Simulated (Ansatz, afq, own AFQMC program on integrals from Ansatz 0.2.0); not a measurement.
AFQMC on a folder of integrals that Ansatz 0.2.0 wrote.

```yaml
crystal:
  periodic: [false, false, false]
  atoms:
    - {symbol: Br, position_ang: [0.000000, 0.000000, 0.000000]}
    - {symbol: H, position_ang: [0.000000, 0.000000, 4.714000]}
basis:
  gaussian: {orbitals: cc-pVDZ}
magnetization: {spin_polarized: true, initial_magnetization: 0}
correlation: {method: ccsd_t, electrons: outside_noble_gas, hamiltonian_folder: ham}
```

```sh
$ ansatz run in.yaml --threads 1 --pin off --events-out ev --progress --plain --max-ram 24576MiB --backend cuda --devices 0, --max-vram 18GiB
```

afq runs on the folder ham with

```
--method free --trial cisd --walkers 50 --time-step 0.05 --max-blocks 30 --target-error 0.00136 --factor-cut 1e-05 --seed 2486 --times 0.0,0.2,0.4,0.8,1.2 --taylor-order 10
```

Times are imaginary, in 1/Eh. The walk had a cap of 60 s. Filled inner d shells are frozen with the cores.

Log:

```
orbitals 18  electrons 4 4  factors 85 of 358
reference energy -2572.86766703 Eh
CCSD correlation -0.10669742 Eh in 11 cycles, weight of the determinant in the CISD state 0.9509
repeat  energy at the last time / Eh  error
    10  -2572.975632  0.000159
    20  -2572.975446  0.000113
    30  -2572.975430  0.000105
time / (1/Eh)  energy / Eh  error  mean overlap
  0.00  -2572.974282  0.000046  1.0502
  0.20  -2572.974838  0.000053  1.0553
  0.40  -2572.975056  0.000062  1.0589
  0.80  -2572.975370  0.000090  1.0524
  1.20  -2572.975430  0.000105  1.0596
energy -2572.975430 +/- 0.000105 Eh
```

The run passed its tests (error under three times the target), which doesn't prove that it has relaxed.

Against this walk (error 2.9 meV) on the same determinant: CCSD(T) 6.0 meV higher, CCSDT(Q) 1.9 meV lower (within the noise), CCSDTQ 2.4 meV lower (within the noise), full CI 2.5 meV lower (within the noise). The error is statistical, and a free projection of finite length keeps a remainder of its start. The determinant has ⟨S²⟩ = 1.01, so the low cluster orders mix in higher spin, and so can this walk. The last points still move (meV from the last: 31.3 ± 1.3 at 0.00, 16.1 ± 1.4 at 0.20, 10.2 ± 1.7 at 0.40, 1.6 ± 2.4 at 0.80, 0 ± 3 at 1.20), but the last one has reached full CI within the noise or passed it, so little can be left to fall. The determinant is a poor start (see the cautions), so the low cluster orders aren't to be relied on, and full CI is the sure value.

Cautions: remainder of the start not in the error; start is not spin pure; no relativity below Rb; no spin-orbit coupling; inner d shell frozen; unrestricted determinant spin contaminated (⟨S²⟩ 1.01 against 0.00); the next higher spin lies close (within 5 meV by full CI); the time-step error isn't removed.

The walk took 2.2 s on 1 × NVIDIA H100 80GB HBM3 with 2 threads of AMD EPYC 7R13 Processor (Zen 3) (shared host) (the card was shared). The log's last line is the free-projection energy.

CCSDT and higher add their correlation energy to the determinant of the CCSD(T) run, since their own runs factorise the integrals more tightly (a shift of under 2 meV). A walk keeps the symmetry of its determinant, which the program's search chose and which needn't be the lowest solution, so a lower state of the same spin and another symmetry isn't excluded.
